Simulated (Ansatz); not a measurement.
System: H$_{3}$O$_{2}$ (charge +1, singlet). It need not be the lowest isomer of its formula. 
Coordinates optimised at B3LYP-D3(BJ)/def2-TZVP (Ansatz, a first-principles code):
```xyz
5

O      0.1360     0.5595    -0.3416
O     -0.1596    -0.6562     0.3979
H      1.0537     0.8157    -0.0797
H     -0.3477    -1.2726    -0.3451
H     -0.5172     1.2304    -0.0259
```
Charge +1, spin multiplicity 1.

Basis-set convergence of Hartree-Fock and CCSD(T) correlation energies (hartree) with Ansatz. Cores are frozen in the correlated levels unless marked. Spin-orbit coupling is left out. No relativistic terms.

| basis | functions | E(HF) | E(corr, CCSD(T)) | rough core time |
|---|---|---|---|---|
| def2-SVP | 43 | -150.92274 | -0.41128 | under 20 s |
| def2-TZVPP | 104 | -151.11722 | -0.51600 | under 20 s |
| def2-QZVPP | 204 | -151.12401 | -0.55197 | 40 s |

Extrapolating the two largest sets (X = 3 and 4) as X^-3: E(corr) = (64·(-0.55197) - 27·(-0.51600))/37 = -0.5782 Eh, an estimate of the basis-set limit. The largest set recovers 95.5 % of it, the smallest 71.1 %.
